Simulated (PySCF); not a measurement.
Gas-phase reaction: 3 H₃SiSiCl₃ + SiHCl₃ ⇌ 6 SiHCl₂ + SiH₄

Energies from PySCF (xtb for GFN2), thermal terms from the rigid-rotor harmonic-oscillator model, ideal gas at 1 bar. † marks an energy on the PBE0/def2-TZVP geometry and frequencies; other levels use their own. MP2 and CCSD(T) freeze the core. 6-31G* has spherical d functions here. Open shells (unrestricted): SiHCl₂ (multiplicity 2); the rest are closed-shell singlets. GFN2 has no spin-polarisation term. B3LYP is the form with VWN-RPA correlation. H₃SiSiCl₃, SiHCl₂: computed as isolated molecules; such fragments, hydroxides, amides, oligomers or adducts are transient or little studied in the gas. MP2 isn't extrapolated to the basis-set limit; its ΔH°(298 K) is 957.1 kJ in def2-SVP and 985.4 kJ in def2-TZVPP. CCSD(T) isn't extrapolated to the basis-set limit. The harmonic model lacks anharmonicity and excited electronic states, which grow with temperature; levels with a mode under 35 cm⁻¹ are left out. Internal rotation in H₃SiSiCl₃ is treated as a harmonic vibration of one conformer, which makes the entropy rough.

```tsv
level	ΔE electronic, kJ	ΔH°(298 K), kJ	ΔS°(298 K), J/K	ΔG°(800 K), kJ
B3LYP/6-31G*	892	868	549	441
BLYP/def2-TZVP†	831	809	540	389
CCSD(T)/def2-SVP†	964	942	540	522
GFN2-xTB	848	830	498	443
HF/6-31G*	727	706	557	273
HF/def2-TZVP†	714	692	540	272
MP2/def2-SVP†	979	957	540	537
PBE/def2-SVP	929	906	541	485
PBE/def2-TZVP†	904	882	540	462
PBE0/def2-SVP†	955	933	540	513
ωB97X-V/def2-TZVP†	1022	1000	540	580
```
ΔH° is lowest at HF/def2-TZVP† and highest at ωB97X-V/def2-TZVP†. No reference value is set beside these.
